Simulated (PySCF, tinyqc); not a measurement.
Worked calculation: CCD on RHF in the sto-3g basis, for CH+, spin multiplicity 1. The lowest restricted solution is unstable here: a spin-polarised one lies 0.0082 hartree lower (PySCF). Computed by tinyqc, a small Python program that keeps every step (integrals from PySCF). Settings: charge = 1, multiplicity = 1, basis = sto-3g, method = RHF, energy threshold = 1e-10, iteration cap = 69, orthogonalisation = symmetric, start = core, DIIS depth = 6, amplitude equations = CCD, DIIS depth for amplitudes = 0, cap on updates = 59. Command: `OMP_NUM_THREADS=1 python tinyqc.py 24974 24975 out.jsonl` (the two numbers bound the seeds that draw the settings). One thread of a shared host (Intel(R) Xeon(R) Processor @ 2.60GHz), about 0.2 s of CPU time with the checks. The early iterations of the SCF are left out here.

## One-electron integrals

Geometry (angstrom):
```
atom        x        y        z
C     0.00000  0.00000  0.00000
H     0.00000  0.00000  1.44800
```

Basis sto-3g: exponents (1/bohr^2) and contraction coefficients of normalised primitives:
```
element  l (shell)  exponent  coefficient
C            s (1)  71.61684      0.15433
C            s (1)  13.04510      0.53533
C            s (1)   3.53051      0.44463
C            s (2)   2.94125     -0.09997
C            s (2)   0.68348      0.39951
C            s (2)   0.22229      0.70012
C            p (3)   2.94125      0.15592
C            p (3)   0.68348      0.60768
C            p (3)   0.22229      0.39196
H            s (1)   3.42525      0.15433
H            s (1)   0.62391      0.53533
H            s (1)   0.16886      0.44463
```

Overlap, kinetic and nuclear-attraction integrals over the contracted functions; the nuclear repulsion is the sum of Za Zb / Rab.

nuclear repulsion = 2.1927232 hartree

overlap S, lower triangle:
```
          1C 1s    1C 2s   1C 2px   1C 2py   1C 2pz    2H 1s
1C 1s   1.00000
1C 2s   0.24836  1.00000
1C 2px  0.00000  0.00000  1.00000
1C 2py  0.00000  0.00000  0.00000  1.00000
1C 2pz  0.00000  0.00000  0.00000  0.00000  1.00000
2H 1s   0.02749  0.30798  0.00000  0.00000  0.33200  1.00000
```

kinetic energy T (hartree), lower triangle:
```
           1C 1s    1C 2s   1C 2px   1C 2py   1C 2pz    2H 1s
1C 1s   15.89112
1C 2s   -0.08589  0.47225
1C 2px   0.00000  0.00000  1.47773
1C 2py   0.00000  0.00000  0.00000  1.47773
1C 2pz   0.00000  0.00000  0.00000  0.00000  1.47773
2H 1s   -0.00835  0.02465  0.00000  0.00000  0.09589  0.76003
```

nuclear attraction V (hartree), lower triangle:
```
            1C 1s     1C 2s    1C 2px    1C 2py    1C 2pz     2H 1s
1C 1s   -34.01819
1C 2s    -4.28299  -5.55341
1C 2px    0.00000   0.00000  -5.48902
1C 2py    0.00000   0.00000   0.00000  -5.48902
1C 2pz   -0.00960  -0.10859   0.00000   0.00000  -5.55669
2H 1s    -0.48083  -1.32303   0.00000   0.00000  -1.30937  -3.40826
```

core Hamiltonian H = T + V (hartree), lower triangle:
```
            1C 1s     1C 2s    1C 2px    1C 2py    1C 2pz     2H 1s
1C 1s   -18.12707
1C 2s    -4.36888  -5.08116
1C 2px    0.00000   0.00000  -4.01129
1C 2py    0.00000   0.00000   0.00000  -4.01129
1C 2pz   -0.00960  -0.10859   0.00000   0.00000  -4.07896
2H 1s    -0.48918  -1.29837   0.00000   0.00000  -1.21348  -2.64822
```

## Two-electron integrals

Functions are numbered as in S; the eight-fold symmetry (ij|kl) = (ji|kl) = (kl|ij) leaves the list below.

Two-electron integrals (ij|kl) in chemists' order, unique and non-zero (hartree):
```
(11|11) 3.54195   (21|11) 0.57692   (21|21) 0.11189   (22|11) 0.85468
(22|21) 0.20528   (22|22) 0.62471   (31|31) 0.02030   (32|31) 0.03086
(32|32) 0.13800   (33|11) 0.85244   (33|21) 0.20534   (33|22) 0.62457
(33|33) 0.67283   (41|41) 0.02030   (42|41) 0.03086   (42|42) 0.13800
(43|43) 0.03627   (44|11) 0.85244   (44|21) 0.20534   (44|22) 0.62457
(44|33) 0.60030   (44|44) 0.67283   (51|51) 0.02030   (52|51) 0.03086
(52|52) 0.13800   (53|53) 0.03627   (54|54) 0.03627   (55|11) 0.85244
(55|21) 0.20534   (55|22) 0.62457   (55|33) 0.60030   (55|44) 0.60030
(55|55) 0.67283   (61|11) 0.06407   (61|21) 0.01236   (61|22) 0.02267
(61|33) 0.02260   (61|44) 0.02260   (61|51) 0.00071   (61|52) 0.00135
(61|55) 0.02282   (61|61) 0.00139   (62|11) 0.18429   (62|21) 0.04501
(62|22) 0.15492   (62|33) 0.15098   (62|44) 0.15098   (62|51) 0.00422
(62|52) 0.03166   (62|55) 0.16265   (62|61) 0.00519   (62|62) 0.05498
(63|31) 0.00415   (63|32) 0.02312   (63|53) 0.00586   (63|63) 0.00599
(64|41) 0.00415   (64|42) 0.02312   (64|54) 0.00586   (64|64) 0.00599
(65|11) 0.17062   (65|21) 0.04215   (65|22) 0.15383   (65|33) 0.14637
(65|44) 0.14637   (65|51) 0.00748   (65|52) 0.05144   (65|55) 0.16858
(65|61) 0.00503   (65|62) 0.06461   (65|65) 0.08052   (66|11) 0.36347
(66|21) 0.09018   (66|22) 0.35490   (66|33) 0.33789   (66|44) 0.33789
(66|51) 0.00918   (66|52) 0.09583   (66|55) 0.38840   (66|61) 0.01046
(66|62) 0.17122   (66|65) 0.22080   (66|66) 0.77461
```

## Orthogonalisation

S = U s U^T; symmetric (Loewdin) form X = U s^(-1/2) U^T, so that X^T S X = 1.

eigenvalues of S: 0.52142  0.82090  1.00000  1.00000  1.15909  1.49859

X, lower triangle:
```
           1C 1s     1C 2s   1C 2px   1C 2py    1C 2pz    2H 1s
1C 1s    1.02500
1C 2s   -0.13474   1.06875
1C 2px   0.00000   0.00000  1.00000
1C 2py   0.00000   0.00000  0.00000  1.00000
1C 2pz  -0.00576   0.04664  0.00000  0.00000   1.04887
2H 1s    0.01902  -0.18216  0.00000  0.00000  -0.19172  1.09167
```

## Iteration 7 (converged): orbitals

converged F (hartree), lower triangle:
```
            1C 1s     1C 2s    1C 2px    1C 2py    1C 2pz     2H 1s
1C 1s   -11.65672
1C 2s    -3.09936  -1.87192
1C 2px    0.00000   0.00000  -0.25635
1C 2py    0.00000   0.00000   0.00000  -0.25635
1C 2pz   -0.01517  -0.04766   0.00000   0.00000  -0.67561
2H 1s    -0.35237  -0.55322   0.00000   0.00000  -0.51216  -0.60652
```

Diagonalise F' = X^T F X, C = X C', fill 3 alpha and 3 beta electrons from the bottom; D = 2 C_occ C_occ^T. Each column has its largest component positive (the first on a tie).

F' = X^T F X (hartree), lower triangle:
```
           1         2         3         4         5         6
1  -11.43575
2   -1.52907  -1.27649
3    0.00000   0.00000  -0.25635
4    0.00000   0.00000   0.00000  -0.25635
5   -0.02953   0.04160   0.00000   0.00000  -0.55774
6   -0.00424  -0.26308   0.00000   0.00000  -0.36605  -0.37595
```

orbital energies (hartree): MO1 -11.66111, MO2 -1.15220, MO3 -0.79722, MO4 -0.25635, MO5 -0.25635, MO6 -0.03539

coefficients C:
```
             MO1       MO2       MO3      MO4       MO5       MO6
1C 1s    0.99447  -0.25252   0.09966  0.00000   0.00000   0.08072
1C 2s    0.02188   0.91718  -0.42658  0.00000   0.00000  -0.41481
1C 2px   0.00000   0.00000   0.00000  0.67647   0.73647   0.00000
1C 2py   0.00000   0.00000   0.00000  0.73647  -0.67647   0.00000
1C 2pz   0.00268   0.14326   0.73368  0.00000   0.00000  -0.76177
2H 1s   -0.00396   0.21905   0.43655  0.00000   0.00000   1.01166
```

D after iteration 7, lower triangle:
```
           1C 1s     1C 2s   1C 2px   1C 2py   1C 2pz    2H 1s
1C 1s    2.12533
1C 2s   -0.50472   2.04734
1C 2px   0.00000   0.00000  0.00000
1C 2py   0.00000   0.00000  0.00000  0.00000
1C 2pz   0.07922  -0.36303  0.00000  0.00000  1.11763
2H 1s   -0.03150   0.02920  0.00000  0.00000  0.70332  0.47716
```

Within a degenerate level the vectors are fixed only up to a rotation; this is one choice.

## Convergence

Stop when the energy changes by less than 1e-10 hartree and every element of the error matrix X^T (F D S - S D F) X is below 3e-06.

Course of the cycle:
```
iteration  E (hartree)     change  largest element of the error matrix
1          -37.0318867          -                             4.26e-01
2          -37.4163650  -3.84e-01                             9.39e-02
3          -37.4255166  -9.15e-03                             1.33e-02
4          -37.4256780  -1.61e-04                             3.07e-03
5          -37.4256872  -9.16e-06                             1.34e-04
6          -37.4256872  -1.46e-08                             2.55e-06
7          -37.4256872  -6.89e-12                             1.53e-09
```

PySCF RHF in the same basis = -37.4256872 hartree

Converged in 7 iterations.

## Integrals over molecular orbitals

(pq|rs) = sum C_ip C_jq C_kr C_ls (ij|kl), one index at a time.

one-electron integrals over orbitals h = C^T H C (hartree), lower triangle:
```
           1         2         3         4         5         6
1  -18.11566
2    0.37963  -4.18895
3   -0.14202   0.20126  -3.70327
4    0.00000   0.00000   0.00000  -4.01129
5    0.00000   0.00000   0.00000   0.00000  -4.01129
6   -0.11615   0.51640   0.62589   0.00000   0.00000  -2.96445
```

Two-electron integrals over orbitals (pq|rs), unique and non-zero (hartree):
```
(11|11) 3.51385    (21|11) -0.33290   (21|21) 0.05037    (22|11) 0.78971
(22|21) -0.01226   (22|22) 0.57803    (31|11) 0.12944    (31|21) -0.01702
(31|22) 0.01312    (31|31) 0.01964    (32|11) -0.09503   (32|21) 0.00763
(32|22) 0.01254    (32|31) 0.01448    (32|32) 0.10973    (33|11) 0.71565
(33|21) -0.01000   (33|22) 0.51970    (33|31) -0.00602   (33|32) -0.04076
(33|33) 0.56473    (41|41) 0.02145    (42|41) 0.02659    (42|42) 0.11332
(43|41) -0.01019   (43|42) -0.03594   (43|43) 0.03885    (44|11) 0.85207
(44|21) -0.01032   (44|22) 0.58053    (44|31) 0.00384    (44|32) -0.05249
(44|33) 0.53168    (44|44) 0.67283    (51|51) 0.02145    (52|51) 0.02659
(52|52) 0.11332    (53|51) -0.01019   (53|52) -0.03594   (53|53) 0.03885
(54|54) 0.03627    (55|11) 0.85207    (55|21) -0.01032   (55|22) 0.58053
(55|31) 0.00384    (55|32) -0.05249   (55|33) 0.53168    (55|44) 0.60030
(55|55) 0.67283    (61|11) 0.10543    (61|21) -0.01832   (61|22) -0.00288
(61|31) -0.00539   (61|32) -0.01633   (61|33) 0.01113    (61|44) 0.00300
(61|55) 0.00300    (61|61) 0.01634    (62|11) -0.17129   (62|21) 0.00297
(62|22) -0.08313   (62|31) -0.01348   (62|32) -0.00673   (62|33) -0.01480
(62|44) -0.09113   (62|55) -0.09113   (62|61) 0.00897    (62|62) 0.07946
(63|11) -0.21401   (63|21) 0.00466    (63|22) -0.06904   (63|31) 0.00281
(63|32) 0.07943    (63|33) -0.07190   (63|44) -0.11392   (63|55) -0.11392
(63|61) -0.00536   (63|62) 0.06319    (63|63) 0.13731    (64|41) -0.00764
(64|42) -0.03179   (64|43) -0.00658   (64|64) 0.02124    (65|51) -0.00764
(65|52) -0.03179   (65|53) -0.00658   (65|65) 0.02124    (66|11) 0.59080
(66|21) -0.00469   (66|22) 0.49944    (66|31) 0.01216    (66|32) 0.08743
(66|33) 0.49084    (66|44) 0.44480    (66|55) 0.44480    (66|61) -0.00726
(66|62) 0.00649    (66|63) 0.07048    (66|66) 0.62370
```

## CCD: starting amplitudes

t_ij^ab = <ij||ab> / (e_i + e_j - e_a - e_b), whose energy is MP2.

Starting amplitudes (spin orbitals 1a, 1b, ...; amplitudes related by a flip of all spins are not repeated):
```
from      to         t
3a 3b  6a 6b  -0.09012
2a 2b  5a 5b  -0.06324
2a 2b  4a 4b  -0.06324
3a 3b  5a 5b  -0.03592
3a 3b  4a 4b  -0.03592
2a 2b  6a 6b  -0.03558
2a 3b  6a 6b  -0.03364
2a 3b  4a 4b   0.02501
2a 3b  5a 5b   0.02501
1a 2b  5a 5b  -0.00216
1a 2b  4a 4b  -0.00216
1a 1b  5a 5b  -0.00094
1a 1b  4a 4b  -0.00094
1a 3b  5a 5b   0.00085
1a 3b  4a 4b   0.00085
1a 2b  6a 6b  -0.00070
1a 1b  6a 6b  -0.00070
1a 3b  6a 6b   0.00043
```

correlation energy = -0.0405052 hartree

## CCD: amplitude update 1

t_ij^ab D_ij^ab are set to the remaining terms of the spin-orbital equations, evaluated with the old amplitudes; for the doubles these are <ij||ab> + 1/2 <ab||ef> t_ij^ef + 1/2 <mn||ij> t_mn^ab + P(ij)P(ab) <mb||ej> t_im^ae + terms in t^2, D the orbital-energy denominators.

Amplitudes after update 1 (spin orbitals 1a, 1b, ...; amplitudes related by a flip of all spins are not repeated):
```
from      to         t
3a 3b  6a 6b  -0.12175
2a 2b  5a 5b  -0.09064
2a 2b  4a 4b  -0.09064
3a 3b  5a 5b  -0.05432
3a 3b  4a 4b  -0.05432
2a 3b  6a 6b  -0.05216
2a 2b  6a 6b  -0.04272
2a 3b  4a 4b   0.04214
2a 3b  5a 5b   0.04214
1a 2b  5a 5b  -0.00217
1a 2b  4a 4b  -0.00217
1a 3b  5a 5b   0.00080
1a 3b  4a 4b   0.00080
1a 1b  5a 5b  -0.00076
1a 1b  4a 4b  -0.00076
1a 2b  6a 6b  -0.00064
1a 1b  6a 6b  -0.00056
1a 3b  6a 6b   0.00027
```

correlation energy = -0.0578425 hartree

## CCD: convergence

E_corr = 1/4 sum <ij||ab> t_ij^ab; stop when the norm of the change is below 1e-8.

Course of the amplitude iterations:
```
update  correlation energy (hartree)  norm of the change
0                         -0.0405052                   -
1                         -0.0578425            1.43e-01
2                         -0.0655822            6.89e-02
3                         -0.0691326            3.46e-02
4                         -0.0707999            1.80e-02
5                         -0.0716002            9.73e-03
6                         -0.0719924            5.48e-03
7                         -0.0721883            3.23e-03
8                         -0.0722881            1.99e-03
9                         -0.0723399            1.27e-03
10                        -0.0723674            8.37e-04
11                        -0.0723822            5.61e-04
12                        -0.0723904            3.81e-04
13                        -0.0723951            2.61e-04
...                              ...                 ...
28                        -0.0724022            1.01e-06
29                        -0.0724022            6.98e-07
30                        -0.0724022            4.83e-07
31                        -0.0724022            3.34e-07
32                        -0.0724022            2.31e-07
33                        -0.0724022            1.60e-07
34                        -0.0724022            1.10e-07
35                        -0.0724022            7.64e-08
36                        -0.0724022            5.28e-08
37                        -0.0724022            3.65e-08
38                        -0.0724022            2.53e-08
39                        -0.0724022            1.75e-08
40                        -0.0724022            1.21e-08
41                        -0.0724022            8.35e-09
```

Converged amplitudes (spin orbitals 1a, 1b, ...; amplitudes related by a flip of all spins are not repeated):
```
from      to         t
3a 3b  6a 6b  -0.14166
2a 2b  5a 5b  -0.11190
2a 2b  4a 4b  -0.11190
3a 3b  4a 4b  -0.08037
3a 3b  5a 5b  -0.08037
2a 3b  6a 6b  -0.06524
2a 3b  5a 5b   0.06462
2a 3b  4a 4b   0.06462
2a 2b  6a 6b  -0.04449
1a 2b  4a 4b  -0.00196
1a 2b  5a 5b  -0.00196
1a 2b  6a 6b  -0.00060
1a 1b  5a 5b  -0.00056
1a 1b  4a 4b  -0.00056
1a 1b  6a 6b  -0.00056
1a 3b  5a 5b   0.00054
1a 3b  4a 4b   0.00054
1a 3b  6a 6b   0.00017
```

CCD total energy = -37.4980894 hartree

Converged in 41 updates.
